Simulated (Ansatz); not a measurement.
# CHNa (singlet): wave-function methods side by side at angle Na2–C1–H3 = 103.6°, cc-pVDZ

Aim: climb from Hartree-Fock through coupled cluster and multireference methods for CHNa (singlet) at one geometry and basis, and see what each rung misses.

Program: Ansatz 0.2.0, Gaussian basis. Level of theory: cc-pVDZ, core rule «outside noble gas», up to 6 orbitals frozen. These are calculated values, not measurements.

Plan: UHF; CCSD(T) on RHF; CCSD(T) on UHF; BCCD(T) on RHF; CISD; CCSDT(Q) on RHF; CCSDT(Q) on UHF; CCSDTQ on RHF; CASSCF and MRCISD+Q, 2 electrons in 2 orbitals; CASSCF and NEVPT2, 2 electrons in 2 orbitals.

33 further runs of the same task are left out: 16 for a known fault of the program, 13 that didn't finish, 4 set aside as unsound or not needed. Runs told in other sessions of the task aren't counted.

### Step 1. What is computed

The geometry derives from a PBE0/def2-TZVP stationary point (not a proven minimum). One angle is set to the value named; bond lengths are kept.

3 atoms, charge 0, spin multiplicity 1.

Atoms are counted from 1 here; the program's logs count them from 0.

Bond lengths: C1–Na2 2.359 Å, C1–H3 1.119 Å. Angles: Na2–C1–H3 103.6°.

### Step 2. UHF

File in.yaml:

```yaml
crystal:
  periodic: [false, false, false]
  atoms:
    - {symbol: C, position_ang: [0.000000, -0.241268, 1.479631]}
    - {symbol: Na, position_ang: [0.000000, 0.091046, -0.856021]}
    - {symbol: H, position_ang: [0.000000, 0.798340, 1.893291]}
basis:
  gaussian: {orbitals: cc-pVDZ}
magnetization: {spin_polarized: true, initial_magnetization: 0}
hamiltonian: {xc: hf}
output: {orbitals: {seedname: orbitals}}
```

Started as:

```console
$ ansatz run in.yaml --threads 1 --pin off --events-out ev --progress --plain --max-ram 2393MiB
```

Further steps of the session: CCSD(T) on RHF; CCSD(T) on UHF; BCCD(T) on RHF; CISD; CCSDT(Q) on RHF; CCSDT(Q) on UHF; CCSDTQ on RHF; CASSCF and MRCISD+Q, 2 electrons in 2 orbitals; CASSCF and NEVPT2, 2 electrons in 2 orbitals.

Before running them: what should the planned runs give, taken together? Wanted: RCCSDTQ from the RHF energy; RMP2 from RCCSDTQ; RCCSD from RCCSDTQ; RCCSD(T) from RCCSDTQ; RCCSDT(Q) from RCCSDTQ; NEVPT2 pair from RCCSDTQ; MRCISD+Q pair from RCCSDTQ; T1 diagnostic.

As calculated:

| quantity | value |
| --- | --- |
| RCCSDTQ from the RHF energy | -4.1644 eV |
| RMP2 from RCCSDTQ | +930.5 meV |
| RCCSD from RCCSDTQ | +206.8 meV |
| RCCSD(T) from RCCSDTQ | +59.4 meV |
| RCCSDT(Q) from RCCSDTQ | +2.7 meV |
| NEVPT2 pair from RCCSDTQ | +829.3 meV |
| MRCISD+Q pair from RCCSDTQ | +56.5 meV |
| levels within 1 kcal/mol (43 meV) | RCCSDT, RCCSDT(Q) |
| T1 diagnostic | 0.039 |

In words: RCCSD(T) lands +59.4 meV from the yardstick (1.4 % of the correlation energy). Of the multireference levels listed MRCISD+Q pair comes nearest in total energy (+56.5 meV), which doesn't show that its space is the better one. These misses are within one basis, not against nature.

The restricted and unrestricted ladders end 0.84 eV apart at CCSDT(Q), which points to two states or an unsound top rung; rows of one don't measure the error of the other.
